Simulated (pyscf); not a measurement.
# Four-centre exchange: H₂B–Cl + CH₄ -> H₂B–CH₃ + HCl

Gas phase, singlet surface, charge 0. Bonds broken: B1–Cl2, C5–H6. Bonds formed: B1–C5, Cl2–H6. Structures and frequencies: ωB97X-D3(BJ)/def2-SVP in PySCF. MP2 and CC: frozen core, UHF for open shells. ΔMP2 is the change of the MP2 total energy from the triple- to the quadruple-zeta basis.

Transition state (Å):

```xyz
9

B      0.1647     0.5406    -0.1632
Cl     1.7689    -0.7673     0.3095
H      0.6029     1.6366     0.0663
H     -0.1856     0.1906    -1.2591
C     -0.9541     0.0599     1.0268
H      0.3857    -0.4986     0.8392
H     -1.4115    -0.9377     0.9466
H     -0.7377     0.2973     2.0792
H     -1.7069     0.7878     0.6810
```

One imaginary mode, 1007i cm⁻¹; descent along it reached the two sides named.

```tsv
bond	change	reactant side (Å)	saddle	product side
B1–Cl2	breaks	1.745	2.123	2.7
C5–H6	breaks	1.099	1.464	3.0
B1–C5	forms	3.4	1.703	1.574
Cl2–H6	forms	3.1	1.505	1.285
```

Electronic energies relative to the separated reactants (kJ/mol):

```
level                             barrier  reaction energy  reverse barrier
--------------------------------  -------  ---------------  ---------------
ωB97X-D3(BJ)/def2-TZVP              161.7           +100.1             61.5
PBE/def2-TZVP                       129.6           +101.6             28.0
r²SCAN/def2-TZVP                    139.8           +102.4             37.4
B3LYP-D3(BJ)/def2-TZVP              162.4           +101.4             61.1
PBE0-D3(BJ)/def2-TZVP               137.1            +99.2             37.9
M06-2X/def2-TZVP                    159.5           +102.6             56.8
ωB97M-D3(BJ)/def2-TZVP              159.9            +98.1             61.8
HF/def2-TZVP                        253.8           +100.5            153.3
MP2/def2-QZVPP                      154.3           +101.2             53.1
CCSD/def2-TZVPP                     180.5            +96.8             83.7
CCSD(T)/def2-TZVPP                  167.3            +98.7             68.6
CCSD(T)/def2-TZVPP + ΔMP2(QZVPP)    164.8            +97.9             66.9
```

With CCSD(T)/def2-TZVPP + ΔMP2(QZVPP) energies and thermal terms (ideal gas, 1 atm, RRHO with modes under 100 cm⁻¹ raised to 100, one conformer, R ln 2 for rigid chiral ones), in kJ/mol:

| T (K) | ΔH‡ | ΔG‡ | ΔH | ΔG |
|---|---|---|---|---|
| 298 | 158.2 | 198.4 | +90.1 | +86.0 |
| 600 | 159.9 | 238.7 | +93.1 | +80.8 |
| 900 | 163.3 | 277.3 | +95.7 | +74.0 |
| 1200 | 167.0 | 314.8 | +98.0 | +66.4 |

The same reactants have a lower exit, to H₃C–BH–Cl + H₂ (barrier +120.7 kJ/mol at ωB97M-D3(BJ), against +159.9 kJ/mol here). One saddle was located; it need not be the lowest between these sides. The CCSD(T) − MP2 part came from Ansatz, without density fitting, on the same reference.
